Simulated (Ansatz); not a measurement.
**What each rung costs, and what it gives**

The pair of H2S (SMILES S, atoms 1–3) and SiNH5 (SMILES [SiH3]N, atoms 4–10), both closed shells, in one local arrangement (a lower one may exist), relaxed at PBE0-D4/def2-TZVP:

```tsv
atom	x (Å)	y (Å)	z (Å)
S1	0.4764	0.8408	-2.7706
H2	-0.0581	0.2237	-1.6908
H3	1.7275	0.5227	-2.4067
Si4	0.0574	0.1542	1.3887
N5	-0.8010	-0.7194	0.1629
H6	1.5059	0.0507	1.0786
H7	-0.3952	1.5651	1.3246
H8	-0.1486	-0.3406	2.7808
H9	-1.8036	-0.6092	0.1213
H10	-0.5606	-1.6880	0.0110
```

Interaction energies are counterpoise-corrected; the time is that of the whole pair.

Program: Ansatz 0.2.0. Basis: as named in each row. Cores are frozen in the correlated methods. B3LYP uses VWN-RPA correlation. Extrapolation: Hartree–Fock as exp(−7.88 √X), correlation as X^−2.97.

Times are rough, for one single point on 4 threads of a shared host (Intel Xeon Platinum 8259CL).

The estimate by CCSD(T) at an estimated basis limit (MP2 extrapolated from triple and quadruple zeta, plus CCSD(T) − MP2 in triple zeta) is -11.6 kJ/mol.

```json
{"method": "HF", "basis": "STO-3G", "time (s)": "under 1", "interaction energy (kJ/mol)": "5.0", "method less estimate": "16.6"}
{"method": "PBE-D4", "basis": "STO-3G", "time (s)": "under 1", "interaction energy (kJ/mol)": "-15.1", "method less estimate": "-3.5"}
{"method": "SPW92", "basis": "def2-SVP", "time (s)": "under 1", "interaction energy (kJ/mol)": "-24.9", "method less estimate": "-13.3"}
{"method": "PBE-D4", "basis": "def2-SVP", "time (s)": "under 1", "interaction energy (kJ/mol)": "-17.6", "method less estimate": "-6.0"}
{"method": "B3LYP-D4", "basis": "6-31G", "time (s)": "under 1", "interaction energy (kJ/mol)": "-22.9", "method less estimate": "-11.3"}
{"method": "PBE0-D4", "basis": "def2-SVP", "time (s)": "under 1", "interaction energy (kJ/mol)": "-16.7", "method less estimate": "-5.2"}
{"method": "CCSD(T)", "basis": "def2-SVP", "time (s)": "1", "interaction energy (kJ/mol)": "-4.6", "method less estimate": "7.0"}
{"method": "revPBE-D4", "basis": "def2-TZVPPD", "time (s)": "2", "interaction energy (kJ/mol)": "-14.1", "method less estimate": "-2.6"}
{"method": "BLYP-D4", "basis": "def2-TZVPPD", "time (s)": "2", "interaction energy (kJ/mol)": "-13.6", "method less estimate": "-2.0"}
{"method": "PBE-D4", "basis": "def2-TZVPPD", "time (s)": "3", "interaction energy (kJ/mol)": "-16.0", "method less estimate": "-4.5"}
{"method": "wB97M-V", "basis": "def2-SVP", "time (s)": "3", "interaction energy (kJ/mol)": "-12.1", "method less estimate": "-0.5"}
{"method": "B3LYP-D4", "basis": "def2-TZVPPD", "time (s)": "3", "interaction energy (kJ/mol)": "-13.5", "method less estimate": "-1.9"}
{"method": "PBE0-D4", "basis": "def2-TZVPPD", "time (s)": "3", "interaction energy (kJ/mol)": "-14.7", "method less estimate": "-3.2"}
{"method": "HSE06-D4", "basis": "def2-TZVPPD", "time (s)": "3", "interaction energy (kJ/mol)": "-14.7", "method less estimate": "-3.1"}
{"method": "r2SCAN-D4", "basis": "def2-TZVPPD", "time (s)": "4", "interaction energy (kJ/mol)": "-13.4", "method less estimate": "-1.9"}
{"method": "B2PLYP", "basis": "def2-TZVPPD", "time (s)": "6", "interaction energy (kJ/mol)": "-7.8", "method less estimate": "3.8"}
{"method": "B97M-V", "basis": "def2-TZVPPD", "time (s)": "6", "interaction energy (kJ/mol)": "-11.6", "method less estimate": "-0.1"}
{"method": "wB97X-V", "basis": "def2-TZVPPD", "time (s)": "8", "interaction energy (kJ/mol)": "-11.2", "method less estimate": "0.3"}
{"method": "wB97M-V", "basis": "def2-TZVPPD", "time (s)": "8", "interaction energy (kJ/mol)": "-10.9", "method less estimate": "0.7"}
{"method": "MP2", "basis": "def2-QZVPPD", "time (s)": "18", "interaction energy (kJ/mol)": "-12.1", "method less estimate": "-0.6"}
{"method": "CCSD(T)", "basis": "def2-TZVPPD", "time (s)": "55", "interaction energy (kJ/mol)": "-9.8", "method less estimate": "1.8"}
```

T1 diagnostic: at most 0.011.
